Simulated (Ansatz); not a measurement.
The input, for Ansatz 0.2.0:

```yaml
crystal:
  periodic: [false, false, false]
  atoms:
    - {symbol: Mn, position_ang: [0.000000, 0.000000, 0.000000]}
    - {symbol: F, position_ang: [0.000000, 0.000000, 1.785600]}
basis:
  gaussian: {orbitals: STO-3G}
magnetization: {spin_polarized: true, initial_magnetization: 4}
hamiltonian: {xc: hf}
output: {orbitals: {seedname: orbitals}}
```

```sh
$ ansatz run in.yaml --threads 1 --pin off --events-out ev --progress --plain --max-ram 2393MiB
```

The program prints:

```
315 factors; integrals over basis functions are off by at most 4.7e-4 eV
mean field evaluation 1: about -33622.6468 eV, gradient 1.8e1 eV
mean field evaluation 2: about -33622.7399 eV, gradient 1.8e1 eV
mean field evaluation 4: about -33625.7041 eV, gradient 2.3e0 eV
mean field evaluation 8: about -33625.8652 eV, gradient 1.8e-1 eV
mean field evaluation 16: about -33625.8641 eV, gradient 3.7e-5 eV
mean field evaluation 32: about -33624.9827 eV, gradient 1.9e0 eV
mean field evaluation 64: about -33624.5775 eV, gradient 2.6e0 eV
mean field -33625.86406827 eV, -1235.7277120796 hartree, gradient 3.7e-5 eV, S^2 6.104874; 3 other end points of the search recorded, 0 dependent functions left out
reference -33625.86406827 eV, -1235.7277120796 hartree; 19, 15 occupied and 4, 8 virtual orbitals, 315 factors
Total energy: -33625.86406827 eV, -1235.7277120796 hartree
```

Ran on 1 thread of AMD EPYC, shared host: 1 s wall, 0.07 GiB peak host memory.
